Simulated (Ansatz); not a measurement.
Geometry optimisation, RKS PBE/def2-SVP (Ansatz).

Input file:

```yaml
crystal:
  periodic: [false, false, false]
  atoms:
    - { symbol: B, position_ang: [0.0, 0.0, 0.0] }
    - { symbol: O, position_ang: [0.0, 0.0, 1.76] }
    - { symbol: H, position_ang: [-0.9095, -0.2814, 2.0971] }
    - { symbol: H, position_ang: [1.0305, 0.0, -0.595] }
    - { symbol: H, position_ang: [-1.0305, 0.0, -0.595] }
    - { symbol: "N", position_ang: [0.0829, 1.7537, 0.5833] }
    - { symbol: H, position_ang: [0.4765, 1.9752, 1.5423] }
    - { symbol: H, position_ang: [-0.2631, 2.537, -0.0414] }
    - { symbol: H, position_ang: [0.0529, 1.1189, 1.5507] }
basis:
  gaussian: { orbitals: def2-SVP }
hamiltonian:
  xc: pbe
relax:
  f_tol: 0.15
  max_steps: 25
  restrain:
    - { distance: [0, 5], at: 1.55, k: 30.0 }
    - { distance: [8, 1], at: 1.01, k: 30.0 }
    - { distance: [0, 1], at: 2.61, k: 30.0 }
    - { distance: [8, 5], at: 2.26, k: 30.0 }
```

Run as:

```bash
$ ansatz run input.yaml --threads 1 --pin off --max-ram 2048MiB --backend cpu --events-out ev --progress --plain --runs-dir out
```

Where does it end, and by what steps?

It converged. The restraints hold the end off the free minimum. After 9 steps the energy has fallen by 4.212 eV (the restraints' own energy left out); H7 moved furthest, 1.31 Å. Parted: N6–H9 (1.16 → 2.26 Å).

```tsv
step	energy less start (eV)	largest force component (eV/Å)	accepted
0	0.0000	4.638	yes
1	-1.2815	4.842	yes
2	-1.8988	4.489	yes
3	-2.6900	3.040	yes
4	-3.2768	1.585	yes
5	-3.6461	1.768	yes
6	-3.9267	2.150	yes
7	-4.0975	2.092	yes
8	-4.1839	2.044	yes
9	-4.2119	2.116	yes
```

```xyz
9
Properties=species:S:1:pos:R:3
B 0.118 0.511 -0.199
O -0.211 -0.381 2.236
H -1.181 -0.439 2.141
H 1.168 -0.079 -0.315
H -0.951 0.066 -0.567
N 0.161 1.920 0.250
H 1.042 2.400 0.439
H -0.658 2.527 0.263
H -0.047 0.580 2.054
```

Run time: 19 s on 1 thread of Arm Neoverse V1, on a shared host, peak memory 0.13 GiB.
